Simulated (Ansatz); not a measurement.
Geometry optimisation, RKS PBE0-D4/def2-SVP in Ansatz 0.2.0.

Input:

```yaml
crystal:
  periodic: [false, false, false]
  atoms:
    - { symbol: B, position_ang: [0.093033, -0.504396, -0.222653] }
    - { symbol: F, position_ang: [-0.227475, 0.402052, 2.112003] }
    - { symbol: H, position_ang: [1.139282, 0.077296, -0.346449] }
    - { symbol: H, position_ang: [-0.968492, -0.07179, -0.59185] }
    - { symbol: "N", position_ang: [0.132604, -1.880687, 0.298865] }
    - { symbol: H, position_ang: [-0.67676, -2.488261, 0.284134] }
    - { symbol: H, position_ang: [1.004331, -2.353845, 0.497532] }
    - { symbol: H, position_ang: [-0.172922, -0.51987, 2.066419] }
basis:
  gaussian: { orbitals: def2-SVP }
hamiltonian:
  xc: pbe0
  dispersion: d4
relax:
  f_tol: 0.03
  max_steps: 50
output:
  orbitals: {}
```

Run as:

```bash
$ ansatz run input.yaml --threads 1 --pin off --max-ram 2048MiB --backend cpu --events-out ev --progress --plain --runs-dir out
```

Q: Where does it end, and by what steps?

A: The run converged. After 6 steps the energy has fallen by 0.181 eV; F2 moved furthest, 0.43 Å.

| step | energy less start (eV) | largest force component (eV/Å) | accepted |
| --- | --- | --- | --- |
| 0 | 0.0000 | 2.312 | yes |
| 1 | -0.0996 | 1.644 | yes |
| 2 | -0.1553 | 1.028 | yes |
| 3 | -0.1756 | 0.177 | yes |
| 4 | -0.1781 | 0.190 | yes |
| 5 | -0.1801 | 0.066 | yes |
| 6 | -0.1807 | 0.019 | yes |

```xyz
8
Properties=species:S:1:pos:R:3
B 0.113 -0.529 -0.357
F -0.256 0.116 2.437
H 1.159 0.044 -0.526
H -0.939 -0.108 -0.769
N 0.116 -1.734 0.365
H -0.706 -2.322 0.449
H 0.973 -2.201 0.643
H -0.137 -0.606 1.857
```

Whether the end is a true minimum wasn't checked by a vibrational analysis.

Time of the run: 15 s on 1 thread of Arm Neoverse V1, with other jobs on the host, peak memory 0.13 GiB.
